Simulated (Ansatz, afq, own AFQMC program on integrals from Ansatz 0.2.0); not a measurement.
## NH₄, doublet in cc-pVTZ, levels against CCSDT(Q)

```yaml
atoms:
  - { symbol: N, position_ang: [-0.1512, -0.0316, -0.0492] }
  - { symbol: H, position_ang: [-0.4485, 0.9362, -0.0492] }
  - { symbol: H, position_ang: [-0.4485, -0.4339, 0.8311] }
  - { symbol: H, position_ang: [1.1268, -0.0316, -0.0492] }
  - { symbol: H, position_ang: [1.8718, -0.0316, -0.0492] }
```

Basis cc-pVTZ. Only valence electrons are correlated. AFQMC by an in-house program on the Cholesky factors that Ansatz 0.2.0 writes for its CCSD(T) run. ph-AFQMC/CISD is guided by a CISD state made of CCSD amplitudes; releasing the constraint for a short imaginary time cuts its bias at the price of noise, slowly where states lie close. Uncertainties: one standard error, sampling alone.

Determinant: UHF, the one that the program's search chose, which needn't be the lowest solution. The geometry is a point of a scan.

No full CI on the walks' own integrals is used here; CCSDT(Q) serves as the reference and is uncertain by about the last step of the cluster series.

* T1 diagnostic: 0.0186
* weight of the determinant in the CISD state: 0.915
* ⟨S²⟩ of the determinant: 0.776
* size of the correlated space: 9 electrons in 85 orbitals

```csv
level,correlation energy (eV)
MP2,-6.4218
CCSD,-7.0283
CCSD(T),-7.2431
```

Problem. Estimate where AFQMC with the constraint released lies against CCSD(T) on the same integrals.

Solution. 1.05 ± 0.23 mEh below CCSD(T).

Reference: CCSDT(Q), correlation energy -7.266 eV. The released energy is read at 2.40 1/Eh (meV from the phaseless value at times in 1/Eh: -2 ± 5 at 0.24, -5 ± 4 at 0.51, -5 ± 4 at 0.99, -13 ± 4 at 1.62, -15 ± 6 at 2.40).

```json
{"level": "CCSD(T)", "E − E(reference) (mEh)": "0.84", "share of correlation (%)": "99.68"}
{"level": "CCSDT", "E − E(reference) (mEh)": "0.31", "share of correlation (%)": "99.88"}
{"level": "ph-AFQMC/CISD", "E − E(reference) (mEh)": "0.36 ± 0.18", "share of correlation (%)": "99.87"}
{"level": "released AFQMC", "E − E(reference) (mEh)": "-0.21 ± 0.23", "share of correlation (%)": "100.08"}
```

A walk keeps the symmetry of its determinant, which the program's search chose and which needn't be the lowest solution, so a lower state of the same spin and another symmetry isn't excluded. Released energies are given only where the last usable release times agree within the noise; a slower fall can still hide under it.
